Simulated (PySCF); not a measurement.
Several orderings of computed values.

Each SMILES stands for a single optimised conformer of the isolated species, non-relativistic unless stated. Electronic properties by PySCF.

The conformers computed, where there is a choice (atom-mapped SMILES and torsion angles):
- `[CH3:1][CH2:2][SiH2:3][S:4][C:5]([CH3:6])([CH3:7])[CH:8]=[O:9]`: C1–C2–Si3–S4 -175°, C2–Si3–S4–C5 -170°, Si3–S4–C5–C6 60°, S4–C5–C8–O9 91°
- `[CH3:1][C@H:2]([OH:3])[CH:4][CH2:5][CH2:6][F:7]`: C1–C2–C4–C5 -141°, C2–C4–C5–C6 -93°, C4–C5–C6–F7 64°, H–O3–C2–C1 -178°
- `[CH2:1]=[CH:2][C:3](=[CH2:4])[C:5](=[CH2:6])[CH2:7][CH:8]([F:9])[F:10]`: C1–C2–C3–C4 -173°, C2–C3–C5–C6 66°, C3–C5–C7–C8 69°, C5–C7–C8–F9 69°
- `[CH3:1][O:2][C:3](=[O:4])[c:5]1[p:6][cH:7][cH:8][c:9]([CH3:10])[p:11]1`: C1–O2–C3–O4 1°, O2–C3–C5–P6 179°
- `[CH3:1][C:2](=[O:3])[c:4]1[cH:5][cH:6][cH:7][cH:8][cH:9][c:10]1=[O:11]`: C1–C2–C4–C5 151°
- `[CH2:1]=[CH:2][C:3]([CH3:4])([CH3:5])[O:6][SiH2:7][S:8][CH3:9]`: C1–C2–C3–C4 17°, C2–C3–O6–Si7 128°, C3–O6–Si7–S8 -62°, O6–Si7–S8–C9 -169°

Task: Rank by smallest rotational constant, lowest first (GFN2-xTB).
A. `C[C@H](O)[CH]CCF` (C5H10FO) [radical]
B. `FC(CC(=C)C(=C)C=C)F` (C8H10F2)
C. `CC[SiH2]SC(C)(C)C=O` (C6H14OSSi)
D. `C#N` (HCN)

Result: C (0.570 GHz), B (0.847 GHz), A (1.250 GHz), D (45.647 GHz).

Task: By how much do the two ends of that ranking differ?

Result: By 45.077 GHz, between `C#N` (hydrogen cyanide) and `CC[SiH2]SC(C)(C)C=O`.

Task: Rank by HOMO–LUMO gap, lowest first (PBE0/pcSseg-1 at GFN2-xTB geometries).
A. `CC[SiH2]SC(C)(C)C=O`
B. `COC(=O)c1pccc(C)p1`
C. `N#Cc1ccccc1`
D. `CC1CC1`
E. `FC(F)CC(=C)C(C=C)=C`

Result: B (4.71 eV), E (5.78 eV), A (6.15 eV), C (6.28 eV), D (9.69 eV).

Task: By how much do the two ends of that ranking differ?

Result: By 4.98 eV, between `CC1CC1` and `COC(=O)c1pccc(C)p1`.

Task: Rank by dipole moment, highest first (PBE0/pcSseg-1 at GFN2-xTB geometries).
A. `COC(=O)c1pccc(C)p1`
B. `N#Cc1ccccc1`
C. `CC1CC1`
D. `CC[SiH2]SC(C)(C)C=O`
E. `CC(C=C)(C)O[SiH2]SC`
F. `C=CC(=C)C(=C)CC(F)F`
G. `c1(=O)cccccc1C(=O)C`

Result: G (4.78 D), B (4.60 D), A (3.13 D), F (2.08 D), D (1.54 D), E (1.28 D), C (0.15 D).

Task: By how much do the two ends of that ranking differ?

Result: By 4.63 D, between `CC(=O)c1cccccc1=O` and `CC1CC1`.

Task: Rank by HOMO energy, highest first (PBE0/pcSseg-1 at GFN2-xTB geometries).
A. `CC(=O)c1cccccc1=O` (C9H8O2)
B. `C=CC(C)(C)O[SiH2]SC` (C6H14OSSi)
C. `C#N` (HCN)
D. `CC[SiH2]SC(C)(C)C=O` (C6H14OSSi)
E. `N#Cc1ccccc1` (C7H5N)
F. `C=CC(=C)C(=C)CC(F)F` (C8H10F2)
G. `COC(=O)C1=PC=CC(C)=P1` (C7H8O2P2)

Result: B (-6.70 eV), F (-6.88 eV), D (-7.07 eV), G (-7.18 eV), A (-7.29 eV), E (-7.88 eV), C (-10.50 eV).
